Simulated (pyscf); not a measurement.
This saddle point was located with ωB97X-D3(BJ)/def2-SVP in PySCF.

```xyz
9

O      1.0921    -0.6847     0.7261
Si     0.1415     0.3242    -0.1384
F      0.6399     1.7885    -0.5926
F      0.1640    -0.4200    -1.5820
O     -1.6347     0.2320     0.0039
H      1.1630    -0.4449     1.6567
H     -2.2065     0.4090    -0.7542
H     -1.4651     0.8653     0.9517
F     -0.4371     1.1420     1.5256
```
Charge 0, spin multiplicity 1.

Surface: singlet, charge 0. Lowest wavenumbers (cm⁻¹): 776i, 142, 187, 313, 354.

Task: Which two sides does it connect, and which bonds change?

Result: `[OH][Si]([OH])([F])[F]` + `[FH]` ⇌ `[OH][Si]([F])([F])[F]` + `[OH2]`, a four-centre exchange read from left to right: O–Si, F–H broken and F–Si, H–O formed. At ωB97M-D3(BJ)/def2-TZVP it lies +13.0 kcal/mol from the left side and +21.1 kcal/mol from the right (each side as separated species at their lowest minima found). On the reactant side the descent ends in a bound adduct (not fully relaxed), 9.3 kcal/mol under the separated species and 22.6 kcal/mol under the saddle at ωB97X-D3(BJ)/def2-TZVP. One saddle was located; it need not be the lowest between these sides.
